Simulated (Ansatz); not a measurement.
A displaced shape of singlet CH(+):

```xyz
2

C    -0.0003    0.0075   -0.2133
H     0.0311   -0.0261    0.9541
```

It was optimised with HF/def2-SVP in Ansatz (development build ahead of 0.2.0) to forces under 0.001 eV/Å, with restricted orbitals. Each step stands on the lowest determinant of that kind that the program's search found.

**Question.** What shape does it relax to, and how does the optimisation go?

**Answer.**

```
atom   x (Å)    y (Å)    z (Å)
   C  0.0004   0.0067  -0.1879
   H  0.0304  -0.0254   0.9286
```

Bond lengths: C1–H2 1.117 Å.

```
step  E − E(start) (eV)  largest force (eV/Å)
   1             0.0000                1.5087
   2            -0.0388                0.3164
   3            -0.0403                0.0260
   4            -0.0403                0.0003
```

The optimisation ended after 4 steps with its threshold met. Caution: near this shape an unrestricted determinant lies lower.
